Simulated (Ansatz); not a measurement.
Input for Ansatz (development build ahead of 0.2.0):

```yaml
crystal:
  periodic: [false, false, false]
  atoms:
    - { symbol: C, position_ang: [1.2977, 0.0, 0.0] }
    - { symbol: C, position_ang: [0.40101, 1.23419, 0.0] }
    - { symbol: C, position_ang: [-1.04986, 0.76277, 0.0] }
    - { symbol: C, position_ang: [-1.04986, -0.76277, 0.0] }
    - { symbol: C, position_ang: [0.40101, -1.23419, 0.0] }
    - { symbol: H, position_ang: [2.48115, 0.0, 0.0] }
    - { symbol: H, position_ang: [0.76672, 2.35972, 0.0] }
    - { symbol: H, position_ang: [-2.0073, 1.45839, 0.0] }
    - { symbol: H, position_ang: [-2.0073, -1.45839, 0.0] }
    - { symbol: H, position_ang: [0.76672, -2.35972, 0.0] }
basis:
  gaussian: { orbitals: cc-pVDZ }
total_charge: -1
hamiltonian:
  xc: hf
```

The input is written out in the form of the current development build from the run's settings.

Results

```yaml
Converged: yes
Total_energy: -192.12048 hartree
Spin_squared_of_the_determinant: 0.000
```

Caution: no unrestricted run beside it, a lower state can exist; no diffuse functions for an anion.
